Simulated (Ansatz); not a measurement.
Si$_{3}$N$_{4}$: a prediction, then the measurements

Theory: DFT PBE, scalar-relativistic, plane waves, PAW (Ansatz).

Plane waves to 420 eV, a k mesh through Γ of 6×6×6 on the computed 14-atom cell and Gaussian smearing (0.02 eV); no spin polarisation.

Relaxed structure, symmetry kept:

```cif
data_structure
_symmetry_space_group_name_H-M 'P 1'
_symmetry_Int_Tables_number 1
_cell_length_a 5.5078
_cell_length_b 5.5078
_cell_length_c 5.5078
_cell_angle_alpha 60.000
_cell_angle_beta 60.000
_cell_angle_gamma 60.000
_cell_volume 118.15
loop_
_atom_site_label
_atom_site_type_symbol
_atom_site_fract_x
_atom_site_fract_y
_atom_site_fract_z
_atom_site_occupancy
Si1 Si 0.12500 0.12500 0.62500 1
Si2 Si 0.12500 0.62500 0.12500 1
Si3 Si 0.62500 0.12500 0.12500 1
Si4 Si 0.12500 0.12500 0.12500 1
Si5 Si 0.75000 0.75000 0.75000 1
Si6 Si 0.50000 0.50000 0.50000 1
N1 N 0.36754 0.36754 0.36754 1
N2 N 0.35263 0.88246 0.88246 1
N3 N 0.88246 0.88246 0.35263 1
N4 N 0.88246 0.35263 0.88246 1
N5 N 0.36754 0.36754 0.89737 1
N6 N 0.36754 0.89737 0.36754 1
N7 N 0.88246 0.88246 0.88246 1
N8 N 0.89737 0.36754 0.36754 1
```

```json
{
 "Space group": "Fd-3m (No. 227)",
 "Volume per atom": "8.44 Å³",
 "Formation energy from the elements' standard states (uncorrected)": "-0.917 eV/atom",
 "Kohn–Sham band gap": "3.34 eV, indirect from (0.000, 0.167, -0.167) to Γ",
 "Löwdin character of the top 1 eV of the valence band": "N 2p 92 %",
 "Löwdin character of the lowest 1 eV of the conduction band": "Si 3p 41 %, Si 3s 27 %, N 2s 13 %, N 2p 9 %, unprojected 10 %",
 "Electron masses at the edge by Cartesian direction of the standard setting (m_e; degenerate bands sorted by energy; no spin-orbit coupling)": "x: 0.58, 0.33, 0.33; y: 0.58, 0.33, 0.33; z: 0.58, 0.33, 0.33",
 "Hole masses at the edge by Cartesian direction of the standard setting (m_e; degenerate bands sorted by energy; no spin-orbit coupling)": "x: 1.0; y: 0.61; z: 0.61",
 "Bulk modulus": "293 GPa",
 "Its pressure derivative": "4.1",
 "Electronic dielectric constant xx, yy, zz of the standard setting (independent particles)": "5.5, 5.5, 5.5"
}
```

**Measured values to compare with.**

“Transparent polycrystalline cubic silicon nitride”, 2017, pmc:5355983 reports, for a ceramic of Si3N4: lattice constant a 7.7373 ± 0.0006 Å; bulk modulus 290 ± 5 GPa.

From “Photoluminescence and electronic transitions in cubic silicon nitride”, 2016, pmc:4698759, for a powder of Si3N4: band gap 4.8 ± 0.2 eV (optical).

Measured lattice constant a of Si3N4: 7.7373 Å (ceramic; the paper above). This calculation gives 7.789 Å (+0.7 %). 2 values of this kind are on record (7.7373 to 7.7381 Å); this one was drawn at random, those with a stated uncertainty first. The calculation is for 0 K without zero-point motion. Measured band gap of Si3N4: 4.8 eV (optical; powder; quoted in the paper above). This calculation gives 3.34 eV (-1.46 eV). 2 values of this kind are on record (4.3 to 4.8 eV); this one was drawn at random, those with a stated uncertainty first. Kohn–Sham gaps of semilocal functionals fall short of measured ones as a rule. A measured bulk modulus of Si3N4 is 290 GPa (powder; quoted in the paper above); the calculated 293 GPa misses it by +0.9 %. 2 values of this kind are on record (290 to 308 GPa); this one was drawn at random among those near their median, those with a stated uncertainty first.

This form isn't the usual stable structure of the compound. A gap measured on a powder or ceramic can differ from the single crystal's.